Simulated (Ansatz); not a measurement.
Task: an active-space calculation of AlH3OSi, SMILES [O]1[AlH][SiH2]1, with Ansatz 0.2.0, Python API. Give the script and its output. Settings (for the species named): Hartree-Fock, cc-pVDZ basis, multiplicity 1.

```xyz
6

O    -1.0876   -0.6505   -0.3403
Al    0.5198   -1.3319   -0.0262
Si   -0.2689    0.8593   -0.1644
H     1.6837   -2.0727    0.8666
H    -0.1241    1.5655   -1.4485
H    -0.6807    1.5663    1.0667
```

`run_cas.py`
```python
"""Active-space calculation on AlH3OSi."""

import ansatz as az


def main() -> None:
    geometry = (
        az.Crystal.molecule()
        .atom("O", (-1.0876, -0.6505, -0.3403))
        .atom("Al", (0.5198, -1.3319, -0.0262))
        .atom("Si", (-0.2689, 0.8593, -0.1644))
        .atom("H", (1.6837, -2.0727, 0.8666))
        .atom("H", (-0.1241, 1.5655, -1.4485))
        .atom("H", (-0.6807, 1.5663, 1.0667))
    )

    calc = geometry.calculation().basis(gaussian="cc-pVDZ").correlation(active_electrons=4, active_orbitals=5)
    for method in [None, "sc_nevpt2"]:
        report = (calc if method is None else calc.correlation(method)).run(threads=1, pin="off").report
        space = report["configurations"]
        state = space["states"][0]
        print(method or "casscf", f"total {report['free_energy_ev'] / 27.211386246:.6f} Ha, active-space state {state['energy']['hartree']:.6f} Ha, mean field {report['reference_energy_ev'] / 27.211386246:.6f} Ha")
        print("  determinants", state["n_determinants"], " natural occupations", [round(n, 3) for n in space["natural_occupations"]])
    print("effectively unpaired electrons, sum of min(n, 2 - n):", round(sum(min(n, 2 - n) for n in space["natural_occupations"]), 3))


if __name__ == "__main__":
    main()
```

```console
$ python run_cas.py
casscf total -607.484532 Ha, active-space state -607.484532 Ha, mean field -607.426425 Ha
  determinants 100  natural occupations [1.973, 1.971, 0.028, 0.026, 0.002]
RunWarning: the results are in doubt because another end's mean lies 0.034 eV lower, and its corrected mean 0.014 eV higher
sc_nevpt2 total -607.756936 Ha, active-space state -607.483269 Ha, mean field -607.426425 Ha
  determinants 100  natural occupations [1.975, 1.972, 0.027, 0.025, 0.002]
effectively unpaired electrons, sum of min(n, 2 - n): 0.106
```
(Warnings from the package without file and line.)

What to keep in mind:
- The settings weren't tested for convergence.
- The geometry is a force-field or estimated start, not a minimum of this method, and the basis set is short of its limit. The active space starts as a window about the frontier orbitals and is then optimised, not chosen by chemistry.
- A lower CASSCF solution was found and passed over, so the printed active-space state isn't the lowest.
- Wall time of the script: 18 s on 1 thread of Arm Neoverse V1 (shared host), peak memory 0.19 GiB.

(Lines on the test bed's own set-up are left out of the output.)
